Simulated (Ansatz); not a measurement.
# C2H6OS: the cost of one run

Program: Ansatz 0.2.0 through its Python package. Level of theory: PBE0+D4/cc-pVDZ. These are calculated values, not measurements.

### 1 The structure

Bond lengths: C1–S2 1.809 Å, S2–C3 1.809 Å, S2–O4 1.500 Å, C1–H5 1.093 Å, C1–H6 1.092 Å, C1–H7 1.093 Å, C3–H8 1.093 Å, C3–H9 1.092 Å, C3–H10 1.093 Å. Angles (14 of 15 angles, heavy atoms first): C1–S2–C3 95.8°, C1–S2–O4 107.5°, C3–S2–O4 107.5°, S2–C1–H5 108.6°, S2–C1–H6 109.5°, S2–C1–H7 110.0°, S2–C3–H8 110.0°, S2–C3–H9 108.6°, S2–C3–H10 109.5°, H5–C1–H6 109.3°, H5–C1–H7 109.4°, H6–C1–H7 110.1°, H8–C3–H9 109.4°, H8–C3–H10 110.1°.

The script holds or builds the structure itself.

### 2 The script

c2h6os.py reads:

```python
# -*- coding: utf-8 -*-
'''Rigid torsion scan of C2H6OS.'''

import ansatz as az
from ase import Atoms

params = {
    'basis': 'cc-pVDZ',
    'xc': 'PBE0',
    'dispersion': 'd4',
    'fmax': 0.02,
}


def main():
    atoms = Atoms(['C', 'S', 'C', 'O', 'H', 'H', 'H', 'H', 'H', 'H'], positions=[
        (-1.2696, 0.1461, -0.4618),
        (-0.0772, -1.0257, 0.2294),
        (1.3528, 0.0754, 0.1045),
        (-0.3961, -1.1873, 1.6862),
        (-2.2592, -0.3169, -0.4507),
        (-0.993, 0.3829, -1.4918),
        (-1.2893, 1.0575, 0.1406),
        (1.1693, 0.9912, 0.6714),
        (2.2244, -0.4378, 0.5174),
        (1.538, 0.3146, -0.9453),
    ])

    # relax first, so that the scan starts from a minimum
    first = az.Crystal.molecule_from_ase(atoms).calculation()
    first = first.basis(gaussian=params['basis'])
    first = first.functional(params['xc'], dispersion=params['dispersion']).relax(force_tolerance=params['fmax'], max_steps=80)
    atoms.positions = first.run(threads=1).report['positions_ang']

    start = atoms.get_dihedral(0, 1, 2, 7)
    energies = {}
    for turn in range(0, 121, 20):
        turned = atoms.copy()
        turned.set_dihedral(0, 1, 2, 7, start + turn, indices=[2, 7, 8, 9])
        model = (
            az.Crystal.molecule_from_ase(turned).calculation()
            .basis(gaussian=params['basis'])
            .functional(params['xc'], dispersion=params['dispersion'])
        )
        energies[round((start + turn) % 360)] = model.run(threads=1).report['free_energy_ev']
    floor = min(energies.values())
    print('dihedral C0-S1-C2-H7 (deg)   E - E(min) (eV)')
    for angle, e in sorted(energies.items()):
        print(f'{angle:8d} {(e - floor):14.3f}  ' + '#' * int(30 * (e - floor) / max(max(energies.values()) - floor, 1e-9)))


if __name__ == '__main__':
    main()
```

### 3 The calls as engine input

The package turns the script's settings into the engine's input (first run):

```yaml
crystal:
  periodic: [false, false, false]
  atoms:
    - { symbol: C, position_ang: [-1.2696, 0.1461, -0.4618] }
    - { symbol: S, position_ang: [-0.0772, -1.0257, 0.2294] }
    - { symbol: C, position_ang: [1.3528, 0.0754, 0.1045] }
    - { symbol: O, position_ang: [-0.3961, -1.1873, 1.6862] }
    - { symbol: H, position_ang: [-2.2592, -0.3169, -0.4507] }
    - { symbol: H, position_ang: [-0.993, 0.3829, -1.4918] }
    - { symbol: H, position_ang: [-1.2893, 1.0575, 0.1406] }
    - { symbol: H, position_ang: [1.1693, 0.9912, 0.6714] }
    - { symbol: H, position_ang: [2.2244, -0.4378, 0.5174] }
    - { symbol: H, position_ang: [1.538, 0.3146, -0.9453] }
basis:
  gaussian:
    orbitals: cc-pVDZ
hamiltonian:
  xc: pbe0
  dispersion: d4
relax:
  f_tol: 0.02
  max_steps: 80
```

### 4 The run

Run with:

```console
> python c2h6os.py
```

**Question.** How long does this script take on 1 thread of Arm Neoverse V1, shared host, and how much memory does it need?

About 48 s, with a peak of 0.22 GiB.
